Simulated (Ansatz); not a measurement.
Reaction (formal hydrolysis of a C–C bond): `C=CCC(F)Cl` + H₂O → `C=CCO` + `FCCl`

Calculated with Ansatz (gas phase, PBE0-D4/def2-TZVP geometries, no zero-point term in ΔE). CBS: MP2 limit from def2 TZ/QZ plus the TZ coupled-cluster correction, frozen cores. This one scheme is used for every species. Functionals use def2-TZVPP. Each species was taken in one conformer, which may not be the lowest.

`C=CCC(F)Cl`:

Z-matrix (Å, degrees):
```
C
C 1 1.492
C 1 1.512 2 114.1
H 1 1.098 2 110.0 3 118.6
H 1 1.092 2 110.9 3 -122.7
C 2 1.324 1 124.1 3 125.9
H 2 1.087 1 116.1 3 -54.5
F 3 1.364 1 110.1 2 59.5
Cl 3 1.778 1 112.0 2 -61.4
H 3 1.091 1 112.1 2 179.5
H 6 1.083 2 121.4 1 179.3
H 6 1.086 2 121.6 1 -0.9
```

H₂O:

Cartesian coordinates in Å:
```
O -0.342 -0.090 -0.162
H 0.079 -0.513 0.590
H 0.264 0.604 -0.428
```

`C=CCO`:

Z-matrix (Å, degrees):
```
C
C 1 1.492
O 1 1.415 2 112.1
H 1 1.099 2 109.9 3 -124.6
H 1 1.094 2 110.3 3 117.1
C 2 1.326 1 124.1 3 122.6
H 2 1.088 1 115.7 3 -56.1
H 3 0.961 1 107.6 2 -55.7
H 6 1.086 2 121.2 1 0.9
H 6 1.084 2 121.9 1 -179.7
```

`FCCl`:

Cartesian coordinates in Å:
```
F 1.315 -0.225 -0.255
C -0.024 -0.073 -0.112
Cl -0.387 0.892 1.323
H -0.485 -1.051 0.020
H -0.419 0.457 -0.977
```

```json
{"level": "r2SCAN", "ΔE (kJ/mol)": "61.6"}
{"level": "HF/def2-TZVPP", "ΔE (kJ/mol)": "46.3"}
```

**Question.** What does CCSD(T)/CBS give? (Estimate.)

**Answer.** The calculation gave: +71.3 kJ/mol. The listed levels differ from it by -9.7, -25.0 kJ/mol.

Largest T1 diagnostic among the species: 0.011.

At CCSD(T), def2-SVP lies −6.4 kJ/mol from the extrapolated value and def2-TZVPP −3.9 kJ/mol. Leaving LDA and LC-ωPBE aside and taking each functional with its dispersion term where it has one, the values, not all of them listed here, spread over 9.7 kJ/mol, from BLYP-D4 to PBE-QIDH. LDA lies +12.0 kJ/mol from PBE without D4. From BLYP to BHLYP (50 % exact exchange), in def2-TZVPP and without D4, ΔE moves by +7.8 kJ/mol.
